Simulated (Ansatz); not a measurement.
# C2H5S, SMILES [CH2]CS: a composite energy at a relaxed geometry

Computed with the Python package of Ansatz (0.2.0).

Notebook, run cell by cell (the value of a cell's last expression is shown):

**Cell 1**
```python
import itertools

import ansatz as az
from ase.data import atomic_numbers, covalent_radii
import numpy as np
```

**Cell 2**
```python
geometry_ang = [
    ("C", (-0.5343, 0.2533, -0.7887)),
    ("C", (0.5993, 0.1181, 0.0722)),
    ("S", (0.0284, -0.2281, 1.745)),
    ("H", (-1.2432, 1.077, -0.5887)),
    ("H", (-0.6614, -0.2636, -1.7452)),
    ("H", (1.2147, 1.043, 0.0642)),
    ("H", (1.2426, -0.709, -0.2812)),
    ("H", (-0.5538, -1.3478, 1.4665)),
]
system = az.Crystal.molecule()
for symbol, xyz in geometry_ang:
    system = system.atom(symbol, xyz)

calculation = (
    system.calculation()
    .basis(gaussian="def2-SVP")
    .functional("r2scan")
    .spin("collinear", total=1)  # spin-polarised run
)
symbols = [site.symbol for site in system.cartesian_sites]
start = np.array([site.position_ang for site in system.cartesian_sites], dtype=float)
r = calculation.relax(force_tolerance=0.01).run().report
end = np.array(r["positions_ang"])
# pairs closer than 1.2 times the sum of covalent radii, before or after
radius = [covalent_radii[atomic_numbers[s]] for s in symbols]
span = lambda where, i, j: np.linalg.norm(where[i] - where[j])
bonded = [(i, j) for i, j in itertools.combinations(range(len(symbols)), 2) if min(span(start, i, j), span(end, i, j)) < 1.2 * (radius[i] + radius[j])]
print("pair        before    after (A)")
for i, j in bonded:
    print(f"{symbols[i]}{i}-{symbols[j]}{j}".ljust(10), f"{span(start, i, j):8.4f} {span(end, i, j):8.4f}")
for first, second in list(itertools.combinations(bonded, 2)):
    shared = set(first) & set(second)
    if shared and symbols[(j := shared.pop())] != "H":
        i, k = sorted((set(first) | set(second)) - {j})
        u, v = end[i] - end[j], end[k] - end[j]
        angle = np.degrees(np.arccos(np.clip(u @ v / np.linalg.norm(u) / np.linalg.norm(v), -1, 1)))
        print(f"final angle {symbols[i]}{i}-{symbols[j]}{j}-{symbols[k]}{k}: {angle:.2f} deg")
```
Output:
```text
pair        before    after (A)
C0-C1        1.4299   1.4710
C0-H3        1.1050   1.0934
C0-H4        1.0946   1.0941
C1-S2        1.8011   1.8735
C1-H5        1.1110   1.1019
C1-H6        1.1058   1.1001
S2-H7        1.2924   1.3516
final angle C1-C0-H3: 120.06 deg
final angle C1-C0-H4: 120.47 deg
final angle C0-C1-S2: 111.97 deg
final angle C0-C1-H5: 112.50 deg
final angle C0-C1-H6: 113.23 deg
final angle H3-C0-H4: 117.91 deg
final angle S2-C1-H5: 102.37 deg
final angle S2-C1-H6: 108.07 deg
final angle C1-S2-H7: 95.73 deg
final angle H5-C1-H6: 108.04 deg
```

**Cell 3**
```python
minimum = az.Crystal.molecule()
for symbol, place in zip(symbols, end):
    minimum = minimum.atom(symbol, place.tolist())
at_minimum = minimum.calculation().spin("collinear", total=1)
# MP2 extrapolated to the basis limit, plus the small-basis difference CCSD(T) - MP2
level = lambda method, basis: at_minimum.basis(gaussian=basis).correlation(method).run().report
small, large, cluster = level("mp2", "cc-pVDZ"), level("mp2", "cc-pVTZ"), level("ccsd_t", "cc-pVDZ")
corr = lambda each: (each["free_energy_ev"] - each["reference_energy_ev"]) / 27.211386246
mp2_limit = (27 * corr(large) - 8 * corr(small)) / 19
pieces = {"HF / cc-pVTZ": large["reference_energy_ev"] / 27.211386246, "MP2 correlation, DZ-TZ limit": mp2_limit, "CCSD(T) - MP2 / cc-pVDZ": corr(cluster) - corr(small)}
for name, value in pieces.items():
    print(f"{name:32s} {value:14.6f} Ha")
print(f"{'sum':32s} {sum(pieces.values()):14.6f} Ha")
print("T1 diagnostic", round(cluster["correlation"]["coupled_cluster"]["t1_diagnostic"], 4))
```
Output:
```text
HF / cc-pVTZ                        -476.172327 Ha
MP2 correlation, DZ-TZ limit          -0.543318 Ha
CCSD(T) - MP2 / cc-pVDZ               -0.060413 Ha
sum                                 -476.776057 Ha
T1 diagnostic 0.0119
```

Total energies depend on the basis set; only differences at equal settings carry meaning. The sum leaves out core correlation, relativity, the Hartree-Fock basis error and zero-point energy; a DZ-TZ extrapolation is rough. The run takes the species as open-shell (spin multiplicity 2), which needn't be its ground state. Inner cores stay frozen, so this is valence correlation. For Al to Cl the sets with a tight d function, cc-pV(X+d)Z, are usual. An extrapolation from small basis sets is rough. Hardware and time: 74 s on 1 thread of Arm Neoverse V2, on a shared host, peak memory 0.4 GiB.
